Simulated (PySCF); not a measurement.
C4H4S. Atoms are numbered in the order given.

```xyz
9

C      0.0000     0.7121     1.2698
C      0.0000    -0.7121     1.2698
C      0.0000    -1.2349     0.0031
S      0.0000     0.0000    -1.1895
C      0.0000     1.2349     0.0031
H      0.0000     1.3256     2.1718
H      0.0000    -1.3256     2.1718
H      0.0000    -2.2830    -0.2933
H      0.0000     2.2830    -0.2933
```

Coordinates come from a PBE0-D3(BJ)/def2-SVP optimisation.

Method: PBE/def2-TZVP (PySCF).

Symmetry labels are those of the subgroup C2v that the program uses (full group C2v).

Computed valence orbital energies around the gap with their symmetry:
```
orbital  symmetry  energy (eV)
-------  --------  -----------
HOMO−7         A1       -12.64
HOMO−6         B2        -9.96
HOMO−5         A1        -9.50
HOMO−4         B2        -9.44
HOMO−3         B1        -9.34
HOMO−2         A1        -8.36
HOMO−1         B1        -6.19
HOMO           A2        -5.84
LUMO           B1        -1.29
LUMO+1         B2        -0.11
LUMO+2         A2         0.37
LUMO+3         A1         0.92
```
